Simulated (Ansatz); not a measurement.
## Ansatz (development build ahead of 0.2.0) run

```yaml
crystal:
  periodic: [false, false, false]
  atoms:
    - { symbol: Al, position_ang: [0.0, 0.0, 0.0] }
    - { symbol: Li, position_ang: [0.0, 2.0831, 1.2027] }
    - { symbol: Li, position_ang: [0.0, -2.0831, 1.2027] }
basis:
  gaussian: { orbitals: pcseg-2 }
magnetization:
  spin_polarized: true
  initial_magnetization: 3
hamiltonian:
  xc: { name: wB97X }
```

The input is written out in the form of the current development build from the run's settings.

The run gave:

| Item | Value |
| --- | --- |
| Converged | yes |
| Total energy | -257.36993 hartree |
| Spin squared of the determinant | 3.752 |
| Stability test | minimum |

Caution: other spin multiplicities may lie lower.
